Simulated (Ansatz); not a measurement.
Input file:

```yaml
crystal:
  periodic: [false, false, false]
  atoms:
    - {symbol: Ge, position_ang: [0.000000, 0.000000, 0.000000]}
    - {symbol: H, position_ang: [0.561303, 1.033925, 1.032591]}
    - {symbol: H, position_ang: [-0.569863, -1.029690, 1.032135]}
    - {symbol: H, position_ang: [-0.559224, 1.030817, -1.036818]}
    - {symbol: H, position_ang: [0.567783, -1.035053, -1.027908]}
basis:
  gaussian: {orbitals: 6-31G}
total_charge: 1
magnetization: {spin_polarized: true, initial_magnetization: 3}
hamiltonian: {xc: {name: PBE}}
correlation: {method: rpa, electrons: outside_noble_gas}
```

```sh
$ ansatz run in.yaml --threads 1 --pin off --events-out ev --progress --plain --max-ram 2393MiB
```

Question: Roughly how long does this take on 1 thread of Intel Xeon Platinum 8259CL, shared host, and how much host memory?

Answer: 2.4 s wall and 0.12 GiB.

```
378 factors; integrals over basis functions are off by at most 3.8e-4 eV
mean field evaluation 1: about -56545.1853 eV, gradient 8.2e0 eV
mean field evaluation 2: about -56545.1736 eV, gradient 8.2e0 eV
mean field evaluation 4: about -56545.4875 eV, gradient 5.6e0 eV
mean field evaluation 8: about -56545.9358 eV, gradient 1.7e-1 eV
mean field evaluation 16: about -56545.9357 eV, gradient 5.8e-6 eV
mean field evaluation 32: about -56545.3754 eV, gradient 5.6e0 eV
mean field -56545.93569264 eV, -2078.0248084926 hartree, gradient 3.5e-6 eV, S^2 3.751208; 5 other end points of the search recorded, 0 dependent functions left out
14 core orbitals not correlated: weight in the atoms' cores, before any rotation towards them, 0.994 or more for the frozen orbitals, at most 0.004 for the correlated occupied ones
reference -56508.69644997 eV, -2076.6562915664 hartree; 5, 2 occupied and 18, 21 virtual orbitals, 378 factors
Total energy: -56512.17948336 eV, -2076.7842906824 hartree
```
